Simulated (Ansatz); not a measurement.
Born–Oppenheimer molecular dynamics of BFH5N (8 atoms, charge 0, multiplicity 1). It starts at the highest image of a converged band. Of that band: Neighbouring images differ by up to 1.2 eV, so the band resolves the path poorly. A vibrational analysis at the climbing image gives one clearly imaginary mode, 1231i cm⁻¹: a first-order saddle point.

All numbers below come from Ansatz 0.2.0, RKS PBE-D4/def2-SVP.

```json
{"ensemble": "NVE (velocity Verlet)", "time step": "0.5 fs", "steps asked": "200", "starting velocities drawn for": "300 K", "seed": "10887"}
```

Frames 0.5 fs apart, positions in Å, forces in eV/Å.

Velocities at 65 fs (Å/ps):

```
B 3.87 6.18 5.87
H 10.14 14.42 -5.53
F -2.33 -2.43 -1.72
H 15.49 -19.45 -1.77
N 1.66 5.22 -9.01
H -35.70 -28.58 47.94
H -8.56 -14.09 33.06
H -1.96 -45.21 21.04
```

```xyz
8
Properties=species:S:1:pos:R:3:forces:R:3 time_fs=65 energy_less_start_eV=-0.393 T=806
B -0.061 -0.080 -0.007 -1.21 1.07 -0.26
H -0.518 -0.590 0.987 0.48 -0.31 0.54
F 1.216 -0.019 -0.375 1.44 -0.73 0.01
H -0.835 -0.019 -0.949 -0.25 0.33 -0.08
N 0.160 1.885 0.805 -0.16 -0.27 2.16
H 1.177 1.978 0.985 -0.05 0.01 -0.84
H -0.189 2.736 0.416 0.08 1.20 -2.08
H -0.151 2.231 1.739 -0.32 -1.31 0.55
8
Properties=species:S:1:pos:R:3:forces:R:3 time_fs=65.5 energy_less_start_eV=-0.347 T=748
B -0.059 -0.076 -0.004 -1.21 1.11 -0.40
H -0.513 -0.583 0.985 0.42 -0.36 0.69
F 1.215 -0.020 -0.376 1.56 -0.71 0.01
H -0.828 -0.028 -0.950 -0.31 0.35 -0.09
N 0.161 1.887 0.800 -0.61 -0.95 2.65
H 1.159 1.964 1.008 0.58 0.13 -0.88
H -0.193 2.730 0.430 -0.07 1.78 -2.26
H -0.152 2.206 1.750 -0.37 -1.34 0.28
8
Properties=species:S:1:pos:R:3:forces:R:3 time_fs=66 energy_less_start_eV=-0.309 T=700
B -0.058 -0.073 -0.001 -1.20 1.14 -0.53
H -0.506 -0.577 0.984 0.36 -0.40 0.81
F 1.214 -0.021 -0.377 1.66 -0.70 0.01
H -0.821 -0.037 -0.952 -0.35 0.36 -0.08
N 0.162 1.890 0.796 -1.12 -1.40 2.97
H 1.143 1.950 1.029 1.18 0.23 -0.88
H -0.198 2.729 0.439 -0.13 2.09 -2.27
H -0.155 2.179 1.762 -0.40 -1.33 -0.03
8
Properties=species:S:1:pos:R:3:forces:R:3 time_fs=66.5 energy_less_start_eV=-0.293 T=679
B -0.057 -0.069 0.002 -1.19 1.15 -0.64
H -0.499 -0.572 0.986 0.31 -0.43 0.90
F 1.214 -0.023 -0.378 1.74 -0.69 0.01
H -0.815 -0.044 -0.953 -0.39 0.38 -0.07
N 0.162 1.892 0.793 -1.64 -1.55 3.11
H 1.129 1.936 1.048 1.67 0.32 -0.87
H -0.202 2.732 0.442 -0.07 2.08 -2.10
H -0.158 2.148 1.774 -0.44 -1.26 -0.35
8
Properties=species:S:1:pos:R:3:forces:R:3 time_fs=67 energy_less_start_eV=-0.302 T=692
B -0.056 -0.065 0.004 -1.18 1.15 -0.71
H -0.490 -0.568 0.989 0.27 -0.43 0.94
F 1.213 -0.025 -0.379 1.81 -0.67 0.01
H -0.810 -0.051 -0.955 -0.42 0.39 -0.04
N 0.162 1.894 0.790 -2.09 -1.42 3.11
H 1.119 1.924 1.065 1.96 0.39 -0.86
H -0.207 2.741 0.440 0.11 1.75 -1.78
H -0.162 2.115 1.784 -0.46 -1.16 -0.67
8
Properties=species:S:1:pos:R:3:forces:R:3 time_fs=67.5 energy_less_start_eV=-0.333 T=730
B -0.055 -0.061 0.007 -1.17 1.13 -0.74
H -0.481 -0.565 0.995 0.25 -0.40 0.93
F 1.213 -0.026 -0.379 1.85 -0.66 0.01
H -0.806 -0.057 -0.956 -0.44 0.40 0.00
N 0.162 1.896 0.788 -2.39 -1.11 3.01
H 1.115 1.912 1.079 2.02 0.44 -0.89
H -0.212 2.754 0.434 0.36 1.21 -1.36
H -0.168 2.079 1.794 -0.48 -1.01 -0.96
8
Properties=species:S:1:pos:R:3:forces:R:3 time_fs=68 energy_less_start_eV=-0.374 T=782
B -0.054 -0.056 0.009 -1.15 1.09 -0.74
H -0.472 -0.564 1.003 0.24 -0.36 0.87
F 1.213 -0.028 -0.380 1.86 -0.65 0.00
H -0.803 -0.062 -0.958 -0.45 0.40 0.05
N 0.162 1.897 0.786 -2.49 -0.72 2.88
H 1.114 1.901 1.092 1.84 0.49 -0.96
H -0.215 2.770 0.425 0.63 0.57 -0.90
H -0.174 2.040 1.801 -0.49 -0.82 -1.21
8
Properties=species:S:1:pos:R:3:forces:R:3 time_fs=68.5 energy_less_start_eV=-0.414 T=834
B -0.054 -0.052 0.011 -1.13 1.04 -0.69
H -0.462 -0.562 1.013 0.24 -0.29 0.76
F 1.213 -0.029 -0.381 1.85 -0.64 0.00
H -0.801 -0.066 -0.959 -0.45 0.41 0.10
N 0.161 1.899 0.785 -2.37 -0.37 2.73
H 1.119 1.892 1.102 1.47 0.53 -1.07
H -0.218 2.787 0.414 0.87 -0.07 -0.44
H -0.182 1.999 1.805 -0.48 -0.61 -1.40
8
Properties=species:S:1:pos:R:3:forces:R:3 time_fs=69 energy_less_start_eV=-0.447 T=876
B -0.054 -0.047 0.013 -1.10 0.97 -0.62
H -0.451 -0.562 1.025 0.25 -0.20 0.62
F 1.214 -0.031 -0.382 1.82 -0.63 0.00
H -0.801 -0.068 -0.961 -0.45 0.41 0.16
N 0.159 1.900 0.784 -2.08 -0.10 2.58
H 1.126 1.884 1.110 0.98 0.57 -1.19
H -0.218 2.804 0.401 1.05 -0.64 -0.02
H -0.190 1.957 1.806 -0.47 -0.39 -1.53
8
Properties=species:S:1:pos:R:3:forces:R:3 time_fs=69.5 energy_less_start_eV=-0.471 T=907
B -0.054 -0.042 0.015 -1.06 0.89 -0.52
H -0.440 -0.562 1.039 0.26 -0.10 0.45
F 1.215 -0.033 -0.383 1.77 -0.62 0.00
H -0.801 -0.070 -0.962 -0.44 0.41 0.22
N 0.158 1.901 0.784 -1.68 0.06 2.41
H 1.136 1.877 1.114 0.44 0.61 -1.30
H -0.215 2.819 0.389 1.16 -1.09 0.33
H -0.200 1.914 1.803 -0.46 -0.16 -1.59
8
Properties=species:S:1:pos:R:3:forces:R:3 time_fs=70 energy_less_start_eV=-0.488 T=929
B -0.055 -0.036 0.016 -0.99 0.80 -0.40
H -0.428 -0.562 1.053 0.28 0.00 0.27
F 1.216 -0.035 -0.384 1.69 -0.60 0.00
H -0.803 -0.071 -0.962 -0.42 0.41 0.28
N 0.155 1.902 0.784 -1.23 0.12 2.20
H 1.148 1.871 1.116 -0.08 0.63 -1.39
H -0.210 2.832 0.377 1.19 -1.43 0.62
H -0.211 1.870 1.796 -0.44 0.07 -1.58
8
Properties=species:S:1:pos:R:3:forces:R:3 time_fs=70.5 energy_less_start_eV=-0.503 T=949
B -0.056 -0.031 0.018 -0.90 0.72 -0.28
H -0.416 -0.562 1.069 0.28 0.11 0.08
F 1.217 -0.037 -0.385 1.60 -0.59 0.00
H -0.805 -0.071 -0.962 -0.40 0.41 0.34
N 0.153 1.904 0.784 -0.76 0.08 1.96
H 1.159 1.867 1.114 -0.54 0.64 -1.43
H -0.202 2.841 0.366 1.15 -1.64 0.84
H -0.224 1.827 1.786 -0.43 0.29 -1.50
```

Of the whole run (100 fs, mean temperature of the second half 920 K): The conserved energy stayed within 0.22 meV per atom of its start (net change 0.12 meV per atom), so the integration is sound. The kinetic energy rose, since the run started high on the potential surface and went downhill. A run of 0.1 ps of so small a system gives no equilibrium averages. The orbitals stay closed-shell, which can raise the energy where a bond breaks towards radicals; this wasn't checked here.

The run took 4.4 min on 1 thread of Arm Neoverse V1 (shared host), peak memory 0.11 GiB.
